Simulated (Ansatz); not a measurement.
**PH₄⁺, singlet: reading a ladder of total energies**

Geometry: displaced at random from a stationary point.

```xyz
5

P     0.0106    0.0056    0.0013
H     0.6529    0.8242    0.8214
H    -0.8887   -0.8247    0.8135
H    -0.8009    0.7333   -0.7897
H     0.7125   -0.9040   -0.8847
```

Basis 6-31G; Ansatz 0.2.0. Correlated methods freeze the noble-gas cores, which leaves 8 electrons in 16 orbitals. R marks a restricted (for open shells ROHF) determinant.

Full CI is exact within this basis and frozen core; it isn't the basis-set limit.

Runs differ by some tens of microhartree through their thresholds, so steps under 0.03 kcal/mol mean nothing.

| level | total energy (hartree) |
| --- | --- |
| RHF | -342.685791 |
| RMP2 | -342.753319 |
| RCCSD | -342.777434 |
| RCCSD(T) | -342.778213 |
| RCCSDT | -342.778430 |
| RCCSDT(Q) | -342.778464 |
| RCCSDTQ | -342.778468 |
| full CI | -342.778468 |

Q: What is the correlation energy at full CI, and what share of it do RMP2 and RCCSD(T) recover?

A: E(corr) = -342.778468 − (-342.685791) = -0.092677 hartree = -2.522 eV. RMP2: -0.067528 / -0.092677 = 72.86 %. RCCSD(T): -0.092422 / -0.092677 = 99.72 %.

Q: By how many kcal/mol does RCCSD(T) miss full CI (1 hartree = 627.509 kcal/mol), and which steps make up the rest?

A: -342.778213 − (-342.778468) = 0.000255 hartree = 0.16 kcal/mol. Steps: RCCSDT − RCCSD(T) = -0.14, RCCSDT(Q) − RCCSDT = -0.02, RCCSDTQ − RCCSDT(Q) = 0.00, full CI − RCCSDTQ = 0.00 kcal/mol. That is within 1 kcal/mol of the reference in this basis, which itself misses far more of the correlation at the basis-set limit.
